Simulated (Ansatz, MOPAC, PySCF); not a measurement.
System: trifluoroborane, BF3 (charge 0, singlet). SMILES: FB(F)F
Geometry from a B3LYP-D3(BJ)/def2-TZVP (Ansatz, a program for electronic structure) optimisation:
```
B
F 1 1.3156
F 1 1.3156 2 120.00
F 1 1.3156 2 120.00 3 -180.00
```

Unscaled harmonic wavenumbers (cm⁻¹) in rising order, each level at the stationary point that it reaches from this structure (no distance between atoms moves by over 0.3 Å); the order of modes can differ between levels, and a negative number is imaginary. B3LYP-D3(BJ)/def2-TZVP (PySCF, at the structure above): 472, 472, 687, 885, 1460, 1460.

PM7 (MOPAC): 341, 341, 484, 826, 1374, 1374. Zero-point energy 6.8 against 7.8 kcal/mol; where all levels lie over 400 cm⁻¹, the wavenumbers are on average 0.880 times those of B3LYP-D3(BJ)/def2-TZVP.

B3LYP/6-31G* (Ansatz): 480, 480, 690, 889, 1500, 1500. Zero-point energy 7.9 against 7.8 kcal/mol; where all levels lie over 400 cm⁻¹, the wavenumbers are on average 1.016 times those of B3LYP-D3(BJ)/def2-TZVP.
